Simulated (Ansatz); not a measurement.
Cost and result for the atomization energy of C5H12S, SMILES `CCC(C)CS` (18 atoms, 17 bonds).

Cartesian coordinates in Å:
```
C 2.1035 0.3966 -0.4510
C 0.9513 0.1603 0.5100
C -0.4078 0.0137 -0.1656
C -0.4988 -1.2533 -1.0064
C -1.5442 0.0180 0.8518
S -1.7561 1.5529 1.7911
H 3.0400 0.5457 0.0909
H 2.2529 -0.4438 -1.1328
H 1.9288 1.2895 -1.0583
H 0.8955 0.9926 1.2177
H 1.1432 -0.7413 1.1061
H -0.5530 0.8777 -0.8286
H -0.3639 -2.1421 -0.3815
H -1.4717 -1.3355 -1.4977
H 0.2661 -1.2753 -1.7845
H -2.4929 -0.2291 0.3711
H -1.3676 -0.7475 1.6143
H -2.1255 2.3207 0.7532
```

Charge 0, multiplicity 1. The geometry is a stationary point of PBE0-D4/def2-TZVP. It is one conformer, not always the lowest. Program: Ansatz. All runs use 2 threads of an AMD EPYC 7R13 on a shared host and a share of an NVIDIA H100 80 GB. Times are those of one run each, without the atoms' runs, and a repeat can differ threefold. Electronic energies, without spin–orbit coupling; frozen cores. CCSD(T)/CBS adds CCSD(T) − MP2 in def2-TZVPP to the MP2 limit, and its time is that of the two runs behind it. T1 = 0.009.

CCSD(T)/CBS is a level of theory with its own doubt, some kJ/mol a heavy atom from the limit and from the frozen cores, so smaller differences don't rank the functionals.

| level | functions | wall time |
| --- | --- | --- |
| BLYP-D4/def2-TZVPP | 365 | 1.9 s |
| revPBE-D4/def2-TZVPP | 365 | 2.7 s |
| CCSD(T)/def2-SVP | 148 | 2.7 s |
| r2SCAN-D4/def2-TZVPP (with forces) | 365 | 2.8 s |
| B97M-V/def2-TZVPP | 365 | 4 s |
| MP2/def2-QZVPP | 715 | 4.1 s |
| BHLYP-D4/def2-TZVPP | 365 | 4.1 s |
| r2SCANh-D4/def2-TZVPP | 365 | 4.4 s |
| CAM-B3LYP-D4/def2-TZVPP | 365 | 4.7 s |
| ωB97M-V/def2-TZVPP (with forces) | 365 | 8 s |
| ωB97X-V/def2-TZVPP | 365 | 8.5 s |
| CCSD(T)/def2-TZVPP | 365 | 9 s |
| CCSD(T)/CBS(def2) | – | 13 s |

Problem. What atomization energy does each give, and how far from CCSD(T)/CBS? (Best estimate.)

Solution. The calculation gave: 
```
                             level  atomization (kJ/mol)  difference from CCSD(T)/CBS  per bond
                BLYP-D4/def2-TZVPP                6874.7                        -47.5      -2.8
              revPBE-D4/def2-TZVPP                6900.4                        -21.8      -1.3
                  CCSD(T)/def2-SVP                6646.6                       -275.6     -16.2
r2SCAN-D4/def2-TZVPP (with forces)                6935.1                         12.9       0.8
                 B97M-V/def2-TZVPP                6940.0                         17.8       1.0
                    MP2/def2-QZVPP                6916.8                         -5.4      -0.3
               BHLYP-D4/def2-TZVPP                6775.3                       -146.9      -8.6
             r2SCANh-D4/def2-TZVPP                6912.3                         -9.9      -0.6
           CAM-B3LYP-D4/def2-TZVPP                6945.1                         22.9       1.3
  ωB97M-V/def2-TZVPP (with forces)                6945.0                         22.8       1.3
                ωB97X-V/def2-TZVPP                6935.4                         13.2       0.8
                CCSD(T)/def2-TZVPP                6774.0                       -148.2      -8.7
                 CCSD(T)/CBS(def2)                6922.2                          0.0       0.0
```

Leaving LDA and LC-ωPBE aside and taking each functional with its dispersion term where it has one, the values, not all of them listed here, spread over 263.1 kJ/mol, from BHLYP-D4 to PBE-D4. LDA lies +849.8 kJ/mol from PBE without D4, its usual overbinding. From r2SCAN to r2SCAN0 (25 % exact exchange), in def2-TZVPP and without D4, the atomization energy moves by −56.1 kJ/mol: exact exchange takes away binding that semilocal exchange gives to molecules. In def2-TZVPP, CCSD(T) changes the Hartree–Fock value by +1568.3 kJ/mol (the triples alone add +83.6 kJ/mol) and MP2 by +1624.4 kJ/mol; breaking electron pairs costs correlation energy, which Hartree–Fock lacks.
